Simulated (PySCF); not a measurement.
Dissociation curve of SiO, singlet.

Method: PySCF with CCSD(T) on UHF/cc-pVDZ, 6 core orbitals frozen.

### Question
Relative to R = 1.54 Å, what are the energies at R = 1.75, 3.00, 3.33, 6.09 Å?

### Answer
17.7 kcal/mol at 1.75 Å, 155.1 kcal/mol at 3.00 Å, 158.0 kcal/mol at 3.33 Å, 161.2 kcal/mol at 6.09 Å.

The unrestricted solution behind UCCSD(T) changes between 2.26 and 2.52 Å, which can leave a kink. The unrestricted determinant behind UCCSD(T) is spin-contaminated at 1.75 to 6.09 Å (<S²> up to 2.0, against 0.00 for a pure singlet).
